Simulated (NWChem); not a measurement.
## Correlation energy of ethylene (C2H4)

SMILES: C=C
```xyz
6

C      0.0000     0.0000     0.6703
C      0.0000     0.0000    -0.6703
H      0.9374     0.0000     1.2507
H     -0.9374     0.0000     1.2507
H     -0.9374     0.0000    -1.2507
H      0.9374     0.0000    -1.2507
```
Charge 0, spin multiplicity 1.

The numbers come from NWChem runs, not from measurements. The geometry was optimised at PBE/def2-SVP, a minimum by its harmonic frequencies.

Basis set: STO-3G. Each correlation energy counts from its own Hartree-Fock reference.

| method | correlation energy (mHa) | remark | difference from CCSD(T) |
|---|---|---|---|
| MP2 | -124.7 | - | +40.1 |
| SCS-MP2 | -135.6 | - | +29.2 |
| CCSD | -164.1 | - | +0.7 |
| CCSD+T(CCSD) | -164.8 | - | 0.0 |
| CCSD(T) | -164.8 | - | 0.0 |
| CR-CCSD[T] | -164.7 | large amplitudes | +0.1 |
| CR-CCSD(T) | -164.7 | large amplitudes | +0.1 |
| CCSDT | -164.9 | large amplitudes | -0.1 |

The values span 40.2 mHa, from CCSDT (lowest) to MP2 (highest). 

The correlated methods keep 2 core orbitals frozen. Coupled-cluster values serve here as a point of comparison, not as the truth.
